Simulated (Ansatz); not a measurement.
Ansatz (a program for electronic structure) input (B3LYP/6-31G*):

Ansatz 0.2 input:
```yaml
crystal:
  periodic: [false, false, false]
  atoms:
    - {symbol: C, position_ang: [0.00151063, -0.00003421, 0.15677747]}
    - {symbol: C, position_ang: [-0.00745373, 1.47973661, -0.01482608]}
    - {symbol: C, position_ang: [1.28493407, -0.73353222, -0.02776186]}
    - {symbol: C, position_ang: [-1.27792029, -0.74619443, -0.00307020]}
    - {symbol: H, position_ang: [-0.01913589, 1.76636606, -1.08038075]}
    - {symbol: H, position_ang: [-0.89153056, 1.93489643, 0.43835820]}
    - {symbol: H, position_ang: [0.88065011, 1.94365219, 0.42128423]}
    - {symbol: H, position_ang: [1.52338880, -0.87527278, -1.09582020]}
    - {symbol: H, position_ang: [2.12764463, -0.19187872, 0.40880281]}
    - {symbol: H, position_ang: [1.24913342, -1.73108127, 0.41693185]}
    - {symbol: H, position_ang: [-1.53549656, -0.89038572, -1.06634955]}
    - {symbol: H, position_ang: [-1.22370432, -1.74329874, 0.44075626]}
    - {symbol: H, position_ang: [-2.11737378, -0.21285195, 0.44970118]}
basis:
  gaussian:
    orbitals: 6-31G*
hamiltonian:
  xc: {name: B3LYP}
magnetization: {spin_polarized: true, initial_magnetization: 1}
relax: {f_tol: 0.003, max_steps: 120}
```

### Question
What final total energy does it give?

### Answer
-157.79832 Eh.
